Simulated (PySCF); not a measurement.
Open-shell species derived from `C=C1C=CC1=S`. All by UKS B3LYP (pcH-1 on C H S) in PySCF, non-relativistic with spin–orbit coupling as a perturbation, on GFN2-xTB geometries; isolated species, one conformer each; SCF stability not tested; the geometry of C=C1[C]=CC1=S has an imaginary frequency at that level. Couplings are magnitudes for isotopes of over 50 % abundance, averaged over nuclei equivalent by connectivity (but not across a short bond from an atom whose three angles sum to over 350°); populations are Mulliken's. Couplings are sensitive to structure, and on GFN2-xTB geometries they can be far from those on DFT ones, by a factor of two or more for some ions and for spin on atoms past the first row.

```json
{"species": "C=C1C=[C]C1=S", "change": "H removed from sp2 C", "⟨S²⟩": "0.763", "g1": "2.0013", "g2": "2.0027", "g3": "2.0046", "largest spin population on": "carbon bonded to 2 C (0.94)", "largest couplings": "1 × 1H 11 MHz, 1 × 1H 6 MHz, 1 × 1H 4 MHz"}
{"species": "[CH2+][C]1C=CC1=S (charge +1 and doublet state)", "change": "electron removed", "⟨S²⟩": "0.758", "g1": "2.0030", "g2": "2.0179", "g3": "2.0303", "largest spin population on": "sulfur bonded to C (0.95)", "largest couplings": "1 × 1H 18 MHz, 1 × 1H 8 MHz, 1 × 1H 4 MHz, 1 × 1H 1 MHz"}
```

Question: Predict the same entries for `C=C1[C]=CC1=S` [radical] (H removed from sp2 C).

Answer: ⟨S²⟩: 0.763; g1: 1.9976; g2: 1.9999; g3: 2.0033; largest spin population on: carbon bonded to 2 C (0.95); largest couplings: 1 × 1H 14 MHz, 1 × 1H 5 MHz, 1 × 1H 3 MHz. Largest spin populations (Mulliken): C3 (+0.95) and C5 (+0.09). No atom but C3 exceeds +0.15. (Numbering: [CH2:1]=[C:2]1[C:3]=[CH:4][C:5]1=[S:6] (hydrogens: H7, H8 on C1; H9 on C4).)

Question: Which has the highest and which the lowest g_iso, and which the widest g anisotropy?

Answer: Highest: [CH2+][C]1C=CC1=S (charge +1 and doublet state) (2.0170, largest spin population on sulfur bonded to C). Lowest: C=C1[C]=CC1=S (2.0003, largest spin population on carbon bonded to 2 C). Widest: [CH2+][C]1C=CC1=S (charge +1 and doublet state), g3 − g1 = 0.0273, which alone would spread the powder pattern at 94 GHz over 45.1 mT.

Question: How many first-order lines does each doublet give under fast tumbling, over what width, and where is its centre at 9.5 GHz?

Answer: 
```csv
species,lines,width (mT),centre (mT)
C=C1[C]=CC1=S,8,0.8,339.33
C=C1C=[C]C1=S,8,0.7,338.89
[CH2+][C]1C=CC1=S (charge +1 and doublet state),16,1.1,336.51
```

Splittings under 0.05 mT aren't counted.

The drawing needn't show where the spin sits: the atom drawn as the radical centre holds a spin population of 0.10 in [CH2+][C]1C=CC1=S (charge +1 and doublet state).
